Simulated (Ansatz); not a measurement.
# HS: the cost of one run

All numbers are computed with Ansatz 0.2.0 through its Python package. Level of theory: B3LYP/def2-SVP.

**1. The system**

Bond lengths: S1–H2 1.337 Å.

The script reads hs.xyz:

```xyz
2

S     0.57066   -0.18654    0.29345
H    -0.57066    0.18654   -0.29345
```

**2. The script**

pa_hs.py

```python
from dataclasses import dataclass

import ansatz as az
import numpy as np


@dataclass(frozen=True)
class Settings:
    basis_set: str = 'def2-SVP'
    functional: str = 'b3lyp'
    net_charge: int = -1
    force_tol: float = 0.01


opts = Settings()

geometry = az.Crystal.molecule_from_extxyz('hs.xyz')

setup = (
    geometry.calculation()
    .basis(gaussian=opts.basis_set)
    .functional(opts.functional)
    .charge(opts.net_charge)
)
symbols = [site.symbol for site in geometry.cartesian_sites]
start = np.array([site.position_ang for site in geometry.cartesian_sites], dtype=float)
summary = setup.relax(force_tolerance=0.01, max_steps=100).run().report
end = np.array(summary['positions_ang'])

away = sum((end[0] - end[j]) / np.linalg.norm(end[0] - end[j]) for j in [1]) + np.array([0.15, 0.1, -0.2])
proton = end[0] + 1.4 * away / np.linalg.norm(away)
acid = az.Crystal.molecule()
for symbol, place in zip(symbols, end):
    acid = acid.atom(symbol, place.tolist())
acid = acid.atom('H', proton.tolist())
protonated = acid.calculation()
protonated = protonated.basis(gaussian=opts.basis_set)
protonated = protonated.functional(opts.functional).relax(force_tolerance=opts.force_tol, max_steps=80)
after = protonated.run().report
xyz = np.array(after['positions_ang'])
reach = np.linalg.norm(xyz[:-1] - xyz[-1], axis=1)
print(f'base {summary["free_energy_ev"]:.5f} eV, protonated {after["free_energy_ev"]:.5f} eV')
print(f'the proton ends {reach.min():.3f} A from {symbols[reach.argmin()]}{reach.argmin()}')
print(f'electronic proton affinity {(summary["free_energy_ev"] - after["free_energy_ev"]):.3f} eV')
```

**3. What the engine is handed**

The package turns the script's settings into the engine's input (first run):

```yaml
crystal:
  periodic: [false, false, false]
  atoms:
    - { symbol: S, position_ang: [0.57066, -0.18654, 0.29345] }
    - { symbol: H, position_ang: [-0.57066, 0.18654, -0.29345] }
basis:
  gaussian:
    orbitals: def2-SVP
hamiltonian:
  xc: b3lyp
total_charge: -1.0
relax:
  f_tol: 0.01
  max_steps: 100
```

**4. Running it**

Started as:

```console
> python pa_hs.py
```

**Question.** How long does this script take on 1 thread of Arm Neoverse V1, shared host, and how much memory does it need?

About 4.2 s, with a peak of 0.16 GiB.
